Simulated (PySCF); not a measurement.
## Adding and removing an electron: AlH

RHF-CCSD(T); basis Al def2-TZVPPD, H def2-TZVPPD; no relativity; PySCF 2.14. Neutral (RHF): singlet (closed shell), Re = 1.652 Å, ωe = 1678 cm⁻¹, De = 3.15 eV.

AlH⁺ (UHF): doublet (σ ↑), Re = 1.610 Å, ωe = 1675 cm⁻¹, De = 0.83 eV to Al⁺ + H. The energies at the minima are -242.54205 hartree for AlH and -242.23871 for AlH⁺.

Problem. Work out the adiabatic ionisation energy, without and with harmonic zero-point energies (1 hartree = 27.2114 eV, 1 eV = 8065.5 cm⁻¹), and the change of the bond length.

Solution. At CCSD(T): 0.30334 hartree = 8.254 eV between the minima; the zero-point term (1675.0 − 1678.0)/2 cm⁻¹ = -0.000 eV makes it 8.254 eV. Re changes by -4.2 pm against the neutral. The electron leaves a σ orbital, and the shorter bond of the ion fits an antibonding orbital, or a change in how ionic the bond is.

Correlated steps freeze 5 core orbitals. For an ion De counts to the pair picked by the measured ionisation energies or electron affinities, which need not be the lowest pair at this level. Where the molecule has an RHF reference, its open-shell atoms are computed with UHF. States were picked by a PBE0 search and need not be the measured ground states.

Neutral and ion stand on different kinds of reference determinant, which adds to the error of the difference.
